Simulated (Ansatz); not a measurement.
# CCl₂: small, medium and large basis sets

An exercise on one series of results from a longer session: the logs are not shown, and one member is left open.

Method: one geometry, several basis sets; program: Ansatz 0.2.0, Gaussian basis.

Levels to be run: PBE0-D4/def2-SVP; ωB97M-V/def2-SVP; PBE0-D4/def2-QZVPP; ωB97M-V/def2-QZVPP; CCSD(T)/cc-pV(D+d)Z; CCSD(T)/cc-pV(T+d)Z; CCSD(T)/cc-pV(Q+d)Z; the functionals' def2-TZVPP values are taken from earlier runs.

## Structure used throughout

The geometry comes from an earlier relaxation with PBE0-D4 in a triple-zeta def2 set; it is a stationary point.

SMILES `Cl[C]Cl`, 3 atoms, charge 0, spin multiplicity 1.

Atoms are counted from 1 here; the program's logs count them from 0.

Bond lengths: Cl1–C2 1.708 Å, C2–Cl3 1.708 Å. Angles: Cl1–C2–Cl3 109.5°.

The first run:

Input file in.yaml:

```yaml
crystal:
  periodic: [false, false, false]
  atoms:
    - {symbol: Cl, position_ang: [1.236737, -0.329343, 0.644283]}
    - {symbol: C, position_ang: [-0.231611, -0.585136, -0.189822]}
    - {symbol: Cl, position_ang: [-1.005126, 0.914479, -0.454461]}
basis:
  gaussian: {orbitals: def2-SVP}
hamiltonian: {xc: pbe0, dispersion: d4}
output: {orbitals: {seedname: orbitals}}
```

On the command line:

```
$ ansatz run in.yaml --threads 2 --pin off --events-out ev --progress --plain --max-ram 32768MiB --backend cuda --devices 0, --max-vram 18GiB
```

Steps of the session up to this table: PBE0-D4 in def2-SVP; ωB97M-V in def2-SVP; PBE0-D4 in def2-QZVPP; ωB97M-V in def2-QZVPP.

One of the session's tables, all rows but one given; the rest of the session is left out.

It belongs to the step «Density functionals: the series». 

| functional | basis | HOMO (eV) | LUMO (eV) |
| --- | --- | --- | --- |
| PBE0-D4 | def2-SVP | ? | ? |
| PBE0-D4 | def2-TZVPP | -7.49 | -3.33 |
| PBE0-D4 | def2-QZVPP | -7.53 | -3.37 |
| ωB97M-V | def2-SVP | -9.49 | -0.76 |
| ωB97M-V | def2-TZVPP | -9.76 | -1.01 |
| ωB97M-V | def2-QZVPP | -9.79 | -1.07 |

Q: Estimate the row for PBE0-D4, def2-SVP from the others.

The run gave: HOMO (eV): -7.27; LUMO (eV): -3.17. In the column «HOMO (eV)» it is the highest.
